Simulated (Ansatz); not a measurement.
Basis-set series for CH5BO, SMILES `CBO`. The species carries charge 0 and has multiplicity 1. All single points use the PBE0-D4/def2-TZVP geometry. It is one conformer, not always the lowest.

| functional | basis | functions | energy (Eh) | HOMO (eV) | LUMO (eV) |
| --- | --- | --- | --- | --- | --- |
| PBE0-D4 | def2-SVP | 67 | -140.96841 | -8.45 | 0.45 |
| PBE0-D4 | def2-QZVPP | 321 | -141.14016 | -8.59 | 0.14 |
| ωB97M-V | def2-SVP | 67 | -141.06194 | -10.77 | 2.57 |
| ωB97M-V | def2-QZVPP | 321 | -141.24069 | -10.94 | 1.56 |

Give the rows for def2-TZVPP. (Best estimate.)

Ansatz gave: 
| functional | basis | functions | energy (Eh) | HOMO (eV) | LUMO (eV) |
| --- | --- | --- | --- | --- | --- |
| PBE0-D4 | def2-TZVPP | 163 | -141.13165 | -8.57 | 0.21 |
| ωB97M-V | def2-TZVPP | 163 | -141.23249 | -10.92 | 2.10 |

Positive LUMOs are unbound and depend on the basis.
